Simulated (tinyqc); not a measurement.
Worked calculation (part 2 of 2): UHF in the sto-3g basis, for LiH, spin multiplicity 3. This run ends on a higher stationary point, not on the lowest solution. Computed by tinyqc, a small Python program that keeps every step (integrals from PySCF). Command: `OMP_NUM_THREADS=1 python tinyqc.py 30793 30794 out.jsonl` (the two numbers bound the seeds that draw the settings). One thread of a shared host (Intel(R) Xeon(R) Processor @ 2.60GHz), about 0.09 s of CPU time with the checks.

Geometry (angstrom):
```
atom       x       y       z
Li    0.0000  0.0000  0.0000
H     0.0000  0.0000  2.6820
```

## Iteration 3: DIIS over 3 matrices

error matrix X^T (FDS - SDF) X (alpha):
```
[[0.0000, 0.0945, 0.0000, 0.0000, 0.0068, -0.0050],
 [-0.0945, 0.0000, 0.0000, 0.0000, 0.0008, -0.0003],
 [0.0000, 0.0000, 0.0000, 0.0000, 0.0000, 0.0000],
 [0.0000, 0.0000, 0.0000, 0.0000, 0.0000, 0.0000],
 [-0.0068, -0.0008, 0.0000, 0.0000, 0.0000, 0.0000],
 [0.0050, 0.0003, 0.0000, 0.0000, 0.0000, 0.0000]]
```

B (overlaps of the stored error matrices):
```
[[2.7757458e-02, 3.9474996e-05, 3.1564546e-05],
 [3.9474996e-05, 5.5896407e-02, 4.3145333e-02],
 [3.1564546e-05, 4.3145333e-02, 3.3305032e-02]]
```

Minimise |sum c_i e_i|^2 with sum c_i = 1: solve [B -1; -1 0][c; lambda] = [0; -1] with B_ij = tr e_i^T e_j summed over both spins, and take F = sum c_i F_i.

DIIS coefficients: [0.0012, -3.3766, 4.3754]

extrapolated F(alpha) (hartree), order 1Li 1s, 1Li 2s, 1Li 2px, 1Li 2py, 1Li 2pz, 2H 1s:
```
[[-2.1581, -0.6274, 0.0000, 0.0000, -0.0070, -0.0151],
 [-0.6274, -0.1100, 0.0000, 0.0000, -0.0654, -0.0823],
 [0.0000, 0.0000, -0.0124, 0.0000, 0.0000, 0.0000],
 [0.0000, 0.0000, 0.0000, -0.0124, 0.0000, 0.0000],
 [-0.0070, -0.0654, 0.0000, 0.0000, 0.2052, -0.1129],
 [-0.0151, -0.0823, 0.0000, 0.0000, -0.1129, -0.3055]]
```

extrapolated F(beta) (hartree), order 1Li 1s, 1Li 2s, 1Li 2px, 1Li 2py, 1Li 2pz, 2H 1s:
```
[[-2.1451, -0.5953, 0.0000, 0.0000, -0.0068, -0.0141],
 [-0.5953, 0.0208, 0.0000, 0.0000, -0.0653, -0.0769],
 [0.0000, 0.0000, 0.3178, 0.0000, 0.0000, 0.0000],
 [0.0000, 0.0000, 0.0000, 0.3178, 0.0000, 0.0000],
 [-0.0068, -0.0653, 0.0000, 0.0000, 0.2393, -0.1101],
 [-0.0141, -0.0769, 0.0000, 0.0000, -0.1101, -0.3045]]
```

## Iteration 3: diagonalisation and new density

X, order 1Li 1s, 1Li 2s, 1Li 2px, 1Li 2py, 1Li 2pz, 2H 1s:
```
[[1.0232, -0.1273, 0.0000, 0.0000, -0.0031, 0.0142],
 [-0.1273, 1.0350, 0.0000, 0.0000, 0.0179, -0.0920],
 [0.0000, 0.0000, 1.0000, 0.0000, 0.0000, 0.0000],
 [0.0000, 0.0000, 0.0000, 1.0000, 0.0000, 0.0000],
 [-0.0031, 0.0179, 0.0000, 0.0000, 1.0262, -0.1356],
 [0.0142, -0.0920, 0.0000, 0.0000, -0.1356, 1.0379]]
```

Diagonalise F' = X^T F X, C = X C', fill 3 alpha and 1 beta electrons from the bottom; D(s) = C_occ C_occ^T. Each column has its largest component positive (the first on a tie).

F' = X^T F X (alpha) (hartree):
```
[[-2.0978, -0.3791, 0.0000, 0.0000, -0.0045, 0.0183],
 [-0.3791, 0.0232, 0.0000, 0.0000, -0.0457, -0.0549],
 [0.0000, 0.0000, -0.0124, 0.0000, 0.0000, 0.0000],
 [0.0000, 0.0000, 0.0000, -0.0124, 0.0000, 0.0000],
 [-0.0045, -0.0457, 0.0000, 0.0000, 0.2399, -0.1042],
 [0.0183, -0.0549, 0.0000, 0.0000, -0.1042, -0.2796]]
```

orbital energies (alpha) (hartree): [-2.1636, -0.3101, -0.0124, -0.0124, 0.0932, 0.2663]

coefficients C (alpha), order 1Li 1s, 1Li 2s, 1Li 2px, 1Li 2py, 1Li 2pz, 2H 1s:
```
[[0.9863, -0.0318, 0.0000, 0.0000, -0.2956, 0.0458],
 [0.0518, 0.0819, 0.0000, 0.0000, 1.0295, -0.1639],
 [0.0000, 0.0000, 0.1905, 0.9817, 0.0000, 0.0000],
 [0.0000, 0.0000, 0.9817, -0.1905, 0.0000, 0.0000],
 [0.0056, 0.0731, 0.0000, 0.0000, 0.2033, 1.0124],
 [-0.0068, 0.9624, 0.0000, 0.0000, -0.3108, -0.2850]]
```

F' = X^T F X (beta) (hartree):
```
[[-2.0905, -0.3635, 0.0000, 0.0000, -0.0042, 0.0174],
 [-0.3635, 0.1541, 0.0000, 0.0000, -0.0438, -0.0610],
 [0.0000, 0.0000, 0.3178, 0.0000, 0.0000, 0.0000],
 [0.0000, 0.0000, 0.0000, 0.3178, 0.0000, 0.0000],
 [-0.0042, -0.0438, 0.0000, 0.0000, 0.2751, -0.1061],
 [0.0174, -0.0610, 0.0000, 0.0000, -0.1061, -0.2786]]
```

orbital energies (beta) (hartree): [-2.1480, -0.3077, 0.2102, 0.3055, 0.3178, 0.3178]

coefficients C (beta), order 1Li 1s, 1Li 2s, 1Li 2px, 1Li 2py, 1Li 2pz, 2H 1s:
```
[[0.9907, -0.0219, -0.2719, 0.0857, 0.0000, 0.0000],
 [0.0361, 0.0530, 0.9953, -0.3185, 0.0000, 0.0000],
 [0.0000, 0.0000, 0.0000, 0.0000, 0.9044, -0.4266],
 [0.0000, 0.0000, 0.0000, 0.0000, 0.4266, 0.9044],
 [0.0047, 0.0624, 0.3568, 0.9698, 0.0000, 0.0000],
 [-0.0049, 0.9723, -0.3224, -0.2342, 0.0000, 0.0000]]
```

D(alpha) after iteration 3, order 1Li 1s, 1Li 2s, 1Li 2px, 1Li 2py, 1Li 2pz, 2H 1s:
```
[[0.9738, 0.0485, 0.0000, 0.0000, 0.0032, -0.0374],
 [0.0485, 0.0094, 0.0000, 0.0000, 0.0063, 0.0784],
 [0.0000, 0.0000, 0.0363, 0.1870, 0.0000, 0.0000],
 [0.0000, 0.0000, 0.1870, 0.9637, 0.0000, 0.0000],
 [0.0032, 0.0063, 0.0000, 0.0000, 0.0054, 0.0703],
 [-0.0374, 0.0784, 0.0000, 0.0000, 0.0703, 0.9263]]
```

D(beta) after iteration 3, order 1Li 1s, 1Li 2s, 1Li 2px, 1Li 2py, 1Li 2pz, 2H 1s:
```
[[0.9815, 0.0358, 0.0000, 0.0000, 0.0047, -0.0048],
 [0.0358, 0.0013, 0.0000, 0.0000, 0.0002, -0.0002],
 [0.0000, 0.0000, 0.0000, 0.0000, 0.0000, 0.0000],
 [0.0000, 0.0000, 0.0000, 0.0000, 0.0000, 0.0000],
 [0.0047, 0.0002, 0.0000, 0.0000, 0.0000, 0.0000],
 [-0.0048, -0.0002, 0.0000, 0.0000, 0.0000, 0.0000]]
```

Within a degenerate level the vectors are fixed only up to a rotation; this is one choice.

## Iteration 11 (converged): orbitals

converged F(alpha) (hartree), order 1Li 1s, 1Li 2s, 1Li 2px, 1Li 2py, 1Li 2pz, 2H 1s:
```
[[-2.3404, -0.6529, 0.0000, 0.0000, 0.0005, -0.0148],
 [-0.6529, -0.1606, 0.0000, 0.0000, -0.0343, -0.1360],
 [0.0000, 0.0000, 0.1604, -0.0491, 0.0000, 0.0000],
 [0.0000, 0.0000, -0.0491, -0.0829, 0.0000, 0.0000],
 [0.0005, -0.0343, 0.0000, 0.0000, 0.1210, -0.1869],
 [-0.0148, -0.1360, 0.0000, 0.0000, -0.1869, -0.4802]]
```

converged F(beta) (hartree), order 1Li 1s, 1Li 2s, 1Li 2px, 1Li 2py, 1Li 2pz, 2H 1s:
```
[[-2.3336, -0.6370, 0.0000, 0.0000, 0.0003, -0.0148],
 [-0.6370, -0.0718, 0.0000, 0.0000, -0.0014, -0.0278],
 [0.0000, 0.0000, 0.1901, 0.0063, 0.0000, 0.0000],
 [0.0000, 0.0000, 0.0063, 0.2214, 0.0000, 0.0000],
 [0.0003, -0.0014, 0.0000, 0.0000, 0.1850, -0.0284],
 [-0.0148, -0.0278, 0.0000, 0.0000, -0.0284, 0.2600]]
```

As before.

F' = X^T F X (alpha) (hartree):
```
[[-2.2827, -0.3774, 0.0000, 0.0000, -0.0020, 0.0223],
 [-0.3774, -0.0171, 0.0000, 0.0000, -0.0034, -0.0984],
 [0.0000, 0.0000, 0.1604, -0.0491, 0.0000, 0.0000],
 [0.0000, 0.0000, -0.0491, -0.0829, 0.0000, 0.0000],
 [-0.0020, -0.0034, 0.0000, 0.0000, 0.1699, -0.1526],
 [0.0223, -0.0984, 0.0000, 0.0000, -0.1526, -0.4379]]
```

orbital energies (alpha) (hartree): [-2.3440, -0.4922, -0.0924, 0.0596, 0.1699, 0.2088]

coefficients C (alpha), order 1Li 1s, 1Li 2s, 1Li 2px, 1Li 2py, 1Li 2pz, 2H 1s:
```
[[0.9896, -0.0366, 0.0000, -0.2838, 0.0000, -0.0467],
 [0.0402, 0.1048, 0.0000, 1.0255, 0.0000, 0.1788],
 [0.0000, 0.0000, 0.1905, 0.0000, 0.9817, 0.0000],
 [0.0000, 0.0000, 0.9817, 0.0000, -0.1905, 0.0000],
 [0.0011, 0.1008, 0.0000, -0.1399, 0.0000, 1.0208],
 [-0.0041, 0.9475, 0.0000, -0.2171, 0.0000, -0.3991]]
```

F' = X^T F X (beta) (hartree):
```
[[-2.2785, -0.3712, 0.0000, 0.0000, -0.0038, 0.0183],
 [-0.3712, 0.0604, 0.0000, 0.0000, 0.0128, -0.0599],
 [0.0000, 0.0000, 0.1901, 0.0063, 0.0000, 0.0000],
 [0.0000, 0.0000, 0.0063, 0.2214, 0.0000, 0.0000],
 [-0.0038, 0.0128, 0.0000, 0.0000, 0.2076, -0.0939],
 [0.0183, -0.0599, 0.0000, 0.0000, -0.0939, 0.2968]]
```

orbital energies (beta) (hartree): [-2.3360, 0.0952, 0.1568, 0.1889, 0.2227, 0.3703]

coefficients C (beta), order 1Li 1s, 1Li 2s, 1Li 2px, 1Li 2py, 1Li 2pz, 2H 1s:
```
[[0.9916, -0.2494, 0.1055, 0.0000, 0.0000, 0.0818],
 [0.0329, 0.9116, -0.3967, 0.0000, 0.0000, -0.3264],
 [0.0000, 0.0000, 0.0000, 0.9817, 0.1905, 0.0000],
 [0.0000, 0.0000, 0.0000, -0.1905, 0.9817, 0.0000],
 [0.0007, 0.1776, 0.8016, 0.0000, 0.0000, -0.6306],
 [-0.0036, 0.2761, 0.3392, 0.0000, 0.0000, 0.9554]]
```

D(alpha) after iteration 11, order 1Li 1s, 1Li 2s, 1Li 2px, 1Li 2py, 1Li 2pz, 2H 1s:
```
[[0.9806, 0.0360, 0.0000, 0.0000, -0.0026, -0.0387],
 [0.0360, 0.0126, 0.0000, 0.0000, 0.0106, 0.0991],
 [0.0000, 0.0000, 0.0363, 0.1870, 0.0000, 0.0000],
 [0.0000, 0.0000, 0.1870, 0.9637, 0.0000, 0.0000],
 [-0.0026, 0.0106, 0.0000, 0.0000, 0.0102, 0.0955],
 [-0.0387, 0.0991, 0.0000, 0.0000, 0.0955, 0.8978]]
```

D(beta) after iteration 11, order 1Li 1s, 1Li 2s, 1Li 2px, 1Li 2py, 1Li 2pz, 2H 1s:
```
[[0.9833, 0.0326, 0.0000, 0.0000, 0.0007, -0.0035],
 [0.0326, 0.0011, 0.0000, 0.0000, 0.0000, -0.0001],
 [0.0000, 0.0000, 0.0000, 0.0000, 0.0000, 0.0000],
 [0.0000, 0.0000, 0.0000, 0.0000, 0.0000, 0.0000],
 [0.0007, 0.0000, 0.0000, 0.0000, 0.0000, 0.0000],
 [-0.0035, -0.0001, 0.0000, 0.0000, 0.0000, 0.0000]]
```

## Convergence

Stop when the energy changes by less than 1e-10 hartree and every element of the error matrix X^T (F D S - S D F) X (for each spin) is below 3e-06.

Course of the cycle:
```
iteration  E (hartree)     change  largest element of the error matrix
1            -1.877476          -                             8.74e-02
2            -7.210665  -5.33e+00                             1.22e-01
3            -7.216497  -5.83e-03                             9.45e-02
4            -7.703889  -4.87e-01                             2.23e-02
5            -7.704135  -2.46e-04                             1.76e-02
6            -7.704598  -4.63e-04                             8.75e-03
7            -7.704703  -1.05e-04                             8.34e-04
8            -7.704704  -6.46e-07                             3.64e-05
9            -7.704704  -3.12e-09                             6.39e-06
10           -7.704704  -1.16e-10                             1.09e-07
11           -7.704704  -2.13e-14                             1.76e-08
```

PySCF UHF in the same basis, after a stability check = -7.778417 hartree

Converged in 11 iterations. But the solution lies 0.07371 hartree above the reference: it is another stationary point, not the lowest one. Reruns (cap 100 unless said): DIIS 8: converged in 11 to a higher stationary point; damping 0.5: converged in 38 to a higher stationary point; level shift 0.5: converged in 11 to a higher stationary point; atomic densities as start, DIIS 8: converged in 9.

## Populations, bond orders and dipole

overlap S, order 1Li 1s, 1Li 2s, 1Li 2px, 1Li 2py, 1Li 2pz, 2H 1s:
```
[[1.0000, 0.2411, 0.0000, 0.0000, 0.0000, 0.0050],
 [0.2411, 1.0000, 0.0000, 0.0000, 0.0000, 0.1674],
 [0.0000, 0.0000, 1.0000, 0.0000, 0.0000, 0.0000],
 [0.0000, 0.0000, 0.0000, 1.0000, 0.0000, 0.0000],
 [0.0000, 0.0000, 0.0000, 0.0000, 1.0000, 0.2549],
 [0.0050, 0.1674, 0.0000, 0.0000, 0.2549, 1.0000]]
```

Mulliken: Z minus the diagonal of D S on the atom; Loewdin: the same with S^(1/2) D S^(1/2); Mayer order: 2 sum_s sum (D(s) S)_ij (D(s) S)_ji over the two atoms.

Charges (e):
```
atom  Mulliken  Loewdin  Mulliken spin
1Li    -0.0615  -0.0819         1.0614
2H      0.0615   0.0819         0.9386
```

Mayer bond orders:
```
pair   order
2-1   0.1153
```

dipole moment about the origin, x y z (debye): [0.0000, 0.0000, 0.3651]

<S^2> of the determinant (pure state: 2) = 2.0000
